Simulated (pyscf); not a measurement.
This saddle point was located with ωB97X-D3(BJ)/def2-SVP in PySCF.

```xyz
9

O     -1.7159     0.5919     1.0117
Sn    -1.8671    -1.3697     1.4104
O     -0.7719    -2.1134    -0.0767
H     -1.0105     0.8812     0.0373
H     -0.3908    -1.4938    -0.7089
C     -0.2595     1.0032    -0.9639
H      0.6948     0.5228    -0.7116
H     -0.7748     0.5307    -1.8104
H     -0.1622     2.0894    -1.0859
```
Charge 0, spin multiplicity 2.

Surface: doublet, charge 0. Lowest wavenumbers (cm⁻¹): 1603i, 44, 127, 132, 198.

Which two sides does it connect, and which bonds change?

HO–Sn:–OH [singlet] + methyl (CH₃•) <-> [O=Sn–OH]• + methane (CH₄), a hydrogen abstraction read from left to right: H–O broken and C–H formed. At ωB97M-D3(BJ)/def2-TZVP it lies +57.7 kJ/mol from the left side and +18.4 kJ/mol from the right (each side as separated species at their lowest minima found). On the product side the descent ends in a complex (not fully relaxed), 21.0 kJ/mol under the separated species and 37.1 kJ/mol under the saddle at ωB97X-D3(BJ)/def2-TZVP. This is the saddle that the search found; another between the same sides may lie lower. The angle at the transferred H is 172°. Elements past Kr carry the def2 core potentials, without spin-orbit coupling.
